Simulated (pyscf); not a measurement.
H₃Si–SiH₂–Cl → H₂Si=SiH–Cl + H₂, an elimination (singlet surface; H–Si, H–Si broken, H–H formed). PySCF, gas phase, ωB97X-D3(BJ)/def2-SVP geometries. Energies in kcal/mol from the reactant's lowest minimum found.

AM1 to PM7: differences of heats of formation from MOPAC, which are fitted to 298 K values and so differ in kind from electronic energies by zero-point and thermal terms. 

### Question
Quick PM3 single points give ΔE‡ = 35.9 kcal/mol and ΔE = +29.5 kcal/mol. What does ωB97M-D3(BJ)/def2-TZVP give, and how far is the quick result from it?

### Answer
ωB97M-D3(BJ)/def2-TZVP gives ΔE‡ = 83.6 kcal/mol and ΔE = +57.1 kcal/mol. PM3 lies 47.7 kcal/mol under it in the barrier and 27.5 kcal/mol under it in the reaction energy, so on this step it does not hold to within 3.0 kcal/mol. ωB97M-D3(BJ)/def2-TZVP has limits of its own. At the saddle there is also a short H–Si contact that neither side keeps. The same reactants have a lower exit, to SiH₄ + :HSi–Cl [singlet] (barrier +45.2 kcal/mol at ωB97M-D3(BJ)/def2-TZVP, against +83.6 kcal/mol here). H₂Si=SiH–Cl lies 7.3 kcal/mol over its isomer H₃Si–Si:–Cl [singlet] (electronic energy, ωB97M-D3(BJ)/def2-TZVP). This is the saddle that the search found; another between the same sides may lie lower.
